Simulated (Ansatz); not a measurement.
in.yaml

```yaml
crystal:
  periodic: [false, false, false]
  atoms:
    - {symbol: Sb, position_ang: [0.000000, 0.000000, 0.000000]}
    - {symbol: H, position_ang: [0.000000, 0.000000, 1.838000]}
basis:
  gaussian: {orbitals: def2-mTZVP}
magnetization: {spin_polarized: false, initial_magnetization: 6}
hamiltonian: {xc: {name: r2SCAN}, pseudopotentials: {relativity: none}}
correlation: {method: bccd_t, electrons: all}
```

```sh
$ ansatz run in.yaml --threads 1 --pin off --events-out ev --progress --plain --max-ram 2393MiB
```

What does the program do with this input?

Converged. The settings were drawn as a stress test.
```
449 factors; integrals over basis functions are off by at most 2.3e-4 eV
mean field evaluation 1: about -6535.1023 eV, gradient 1.0e1 eV
mean field evaluation 2: about -6535.0324 eV, gradient 1.0e1 eV
mean field evaluation 4: about -6535.7705 eV, gradient 6.0e-1 eV
mean field evaluation 8: about -6535.7731 eV, gradient 3.1e-2 eV
mean field evaluation 16: about -6535.7731 eV, gradient 5.9e-6 eV
mean field evaluation 32: about -6535.3377 eV, gradient 2.1e-6 eV
mean field evaluation 64: about -6535.8578 eV, gradient 4.0e-2 eV
mean field evaluation 96: about -6535.7251 eV, gradient 6.6e-1 eV
mean field evaluation 128: about -6535.5444 eV, gradient 1.5e0 eV
mean field evaluation 160: about -6534.9148 eV, gradient 1.7e0 eV
mean field -6535.77308172 eV, -240.1852306472 hartree, gradient 6.1e-6 eV, S^2 12.000000; 14 other end points of the search recorded, 0 dependent functions left out
mean field evaluation 192: about -6508.6029 eV, gradient 7.2e0 eV
mean field evaluation 224: about -6508.6778 eV, gradient 3.3e-3 eV
mean field evaluation 256: about -6508.7475 eV, gradient 1.1e0 eV
mean field evaluation 288: about -6508.7080 eV, gradient 3.0e-3 eV
reference -6508.93350812 eV, -239.1988945100 hartree; 15, 9 occupied and 24, 30 virtual orbitals, 449 factors
second order -2.76240848 eV of doubles, -0.20042888 eV of singles
cycle   1  -2.98888364 eV  change   -2.6e-2 eV  update   3.7e-2
cycle   2  -3.05754193 eV  change   -6.9e-2 eV  update   9.8e-3
cycle   3  -3.06249221 eV  change   -5.0e-3 eV  update   3.4e-3
cycle   4  -3.06190865 eV  change    5.8e-4 eV  update   9.1e-4
cycle   5  -3.06208687 eV  change   -1.8e-4 eV  update   4.2e-4
cycle   6  -3.06197782 eV  change    1.1e-4 eV  update   2.7e-4
cycle   7  -3.06200878 eV  change   -3.1e-5 eV  update   1.2e-4
cycle   8  -3.06201556 eV  change   -6.8e-6 eV  update   2.7e-5
perturbative correction -0.05576275 eV, -0.0020492433 hartree
Total energy: -6512.05128643 eV, -239.3134707494 hartree
```
